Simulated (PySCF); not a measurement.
Structure problem from calculated spectra and properties.

Formula: C5H9N.

* UV, strongest line: among the 6 lowest singlet transitions: S2 at 5.97 eV (208 nm, f = 0.169) [TDDFT PBE0/def2-SVPD]
* UV, first state: lowest singlet excitation: 4.64 eV (267 nm, f = 0.003) [TDDFT PBE0/def2-SVPD]
* NMR, other nuclei: isotropic shieldings of nuclei other than C and H, by class: -78 (1 N) ppm [GIAO PBE0/pcSseg-1]
* 1H NMR: chemical shifts (computed TMS as zero) by class: 10.68 (1 H), 5.50 (1 H), 5.25 (1 H), 2.14 (3 H), 1.95 (3 H) ppm [GIAO PBE0/pcSseg-1]
* Rotational structure: rotational constants A, B, C: 4.931, 3.260, 2.171 GHz [GFN2-xTB]
* 13C NMR: chemical shifts (computed TMS as zero) by class: 180.1 (1 C), 155.7 (1 C), 121.5 (1 C), 27.0 (1 C), 23.4 (1 C) ppm [GIAO PBE0/pcSseg-1]

Gas-phase values; electronic properties from PySCF, density fitting. Levels stand in brackets. One conformer (not necessarily the lowest) at the GFN2-xTB geometry, without solvent, vibrations or thermal averaging. Each NMR value is the plain mean over a class of atoms that symmetry, rotation or inversion makes alike.

Question: Propose a structure and show how it fits.

Answer: Numbering: `[H]/[N:6]=[C:4](\[C:2](=[CH2:1])[CH3:3])[CH3:5]`. Its formula, C5H9N, gives 2 degrees of unsaturation: 0 rings and 2 π bonds in the structure found. 5 carbons fall into 5 classes; from least to most shielded: imine carbon [C4] (180.1 ppm), fully substituted alkene carbon [C2] (155.7 ppm), terminal =CH2 carbon [C1] (121.5 ppm), methyl carbon [C5] (27.0 ppm), allylic carbon [C3] (23.4 ppm). Hydrogen classes from least to most shielded: 1 H on an imine nitrogen, N6 (10.68 ppm), 1 H on a terminal =CH2 carbon, C1 (5.50 ppm), 1 H on a terminal =CH2 carbon, C1 (5.25 ppm), 3 H on a methyl carbon, C5 (2.14 ppm), 3 H on an allylic carbon, C3 (1.95 ppm). The other shieldings belong to: -78 ppm, imine nitrogen [N6]. S1 is mainly HOMO→LUMO (weight 0.80); the largest Löwdin shares of the orbital it empties are 0.49 on the imine nitrogen, 0.13 on the fully substituted alkene carbon, 0.12 on the terminal =CH2 carbon and 0.09 on the imine carbon, of the orbital it fills 0.23 on the terminal =CH2 carbon, 0.20 on the imine nitrogen, 0.19 on the fully substituted alkene carbon and 0.18 on the imine carbon. The optimised geometry has point group C1 and is an asymmetric top. Structure: `C=C(C)/C(C)=N\[H]`. Computed isomers that give other values at the same levels: `C=C1C[C@@H]1NC` (13C chemical shifts (computed TMS as zero) by class: 144.7 (1 C), 110.4 (1 C), 38.6 (1 C), 38.5 (1 C), 15.0 (1 C) ppm); `[H]/N=C\C1CCC1` (13C chemical shifts (computed TMS as zero) by class: 181.1 (1 C), 40.5 (1 C), 23.5 (2 C), 17.3 (1 C) ppm); `NCCC1C=C1` (13C chemical shifts (computed TMS as zero) by class: 127.7 (2 C), 47.8 (1 C), 47.6 (1 C), 17.5 (1 C) ppm). The assignments are read from this structure; whether some other isomer fits the data as well wasn't checked.

The values belong to the conformer `[H]/[N:6]=[C:4](\[C:2](=[CH2:1])[CH3:3])[CH3:5]`: C1–C2–C4–C5 143°.
